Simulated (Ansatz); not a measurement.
Stepwise reaction of `Cl[Si]Cl` with ammonia, as a gas-phase model of exchange steps in deposition or etching. ΔE in kJ/mol; ΔG adds harmonic PBE0-D4 terms to CCSD(T)/CBS, at 1 bar.

Calculated with Ansatz (gas phase, PBE0-D4/def2-TZVP geometries, no zero-point term in ΔE). CBS: MP2 limit from def2 TZ/QZ plus the TZ coupled-cluster correction, frozen cores. This one scheme is used for every species. Functionals use def2-TZVPP. B3LYP here is the variant with VWN-RPA as its local correlation; programs differ in this. One conformer a species, not always the lowest.

| step | reaction | PBE-D4 | B3LYP-D4 | ωB97M-V | CCSD(T)/CBS | ΔG(400 K) |
| --- | --- | --- | --- | --- | --- | --- |
| 2 | `N[Si]Cl` + NH₃ → `N[Si]N` + HCl | 50.4 | 47.0 | 47.4 | 45.2 | 41.8 |

(1) Give the row of step 1, `Cl[Si]Cl` + NH₃ → `N[Si]Cl` + HCl. (An estimate is asked.)

(2) By hand: ΔE of the 2 steps together at CCSD(T)/CBS.

Results:

(1) Computed: 
```
step                            reaction  PBE-D4  B3LYP-D4  ωB97M-V  CCSD(T)/CBS  ΔG(400 K)
   1  `Cl[Si]Cl` + NH₃ → `N[Si]Cl` + HCl    21.0      16.6     15.7         14.5        9.3
```

(2) (14.5) + (45.2) = 59.7 kJ/mol, or 29.9 kJ/mol a step.

In ΔE each step is higher than the one before. All are uphill at CCSD(T)/CBS. ΔG lies between 9.3 and 41.8 kJ/mol a step. PBE-D4 differs from CCSD(T)/CBS by 5.2 to 6.5 kJ/mol a step. Isolated molecules leave out the surface, adducts and barriers. Largest T1 diagnostic: 0.013.
